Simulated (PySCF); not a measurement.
Structure problem from calculated spectra and properties.

Formula: C2H2FO; charge -1.

| Item | Value |
| --- | --- |
| NMR, other nuclei | isotropic shieldings of nuclei other than C and H, by class: 84 (1 O), 201 (1 F) ppm [GIAO CAM-B3LYP/pcSseg-2] |
| Couplings | largest of the computed one-bond spin–spin couplings (means over like bonds): 19F–13C -325.0, 13C–1H +166.6, 13C–1H +162.1, 13C–13C +121.8, 17O–13C +24.7 Hz [B3LYP/pcJ-1] |
| Rotational structure | rotational constants A, B, C: 11.096, 10.744, 5.459 GHz [PBE0-D3(BJ)/def2-SVP] |
| 1H NMR | chemical shifts (computed TMS as zero) by class: 1.49 (1 H), 1.04 (1 H) ppm [GIAO CAM-B3LYP/pcSseg-2] |
| 13C NMR | chemical shifts (computed TMS as zero) by class: 181.3 (1 C), 22.9 (1 C) ppm [GIAO CAM-B3LYP/pcSseg-2] |

The electronic properties come from PySCF, for the isolated species, density fitting. Levels stand in brackets. Geometry: PBE0-D3(BJ)/def2-SVP; no solvent, vibrations or thermal averaging. The geometry's basis has no diffuse functions, a weakness for an anion. The HOMO energy is positive, so at this level the finite basis confines the outermost electrons. No diffuse functions stand in pcJ-1 and pcSseg-2, which bears on an anion's orbital energies. NMR classes are plain means over equivalent atoms (diastereotopic ones count apart unless rotation or inversion swaps them), as if these changed places fast.

Question: What is the compound? Reason from the data.

Answer: Numbering: `[CH2:1]=[C:2]([O-:3])[F:4]`. 2 carbons fall into 2 classes; from least to most shielded: vinylic C–F carbon [C2] (181.3 ppm), carbon bonded to C and 2 H [C1] (22.9 ppm). Hydrogen classes from least to most shielded: 1 H on a carbon bonded to C and 2 H, C1 (1.49 ppm), 1 H on a carbon bonded to C and 2 H, C1 (1.04 ppm). The other shieldings belong to: 84 ppm, enolate oxygen [O3]; 201 ppm, vinyl fluorine [F4]. The couplings run between: -325.0 Hz, vinyl fluorine [F4] and vinylic C–F carbon [C2]; +166.6 Hz, carbon bonded to C and 2 H [C1] and its hydrogen; +162.1 Hz, carbon bonded to C and 2 H [C1] and its hydrogen; +121.8 Hz, carbon bonded to C and 2 H [C1] and vinylic C–F carbon [C2]; +24.7 Hz, enolate oxygen [O3] and vinylic C–F carbon [C2]. The optimised geometry has point group Cs and is an asymmetric top. Structure: `C=C([O-])F`. The assignments are read from this structure; whether some other isomer fits the data as well wasn't checked.
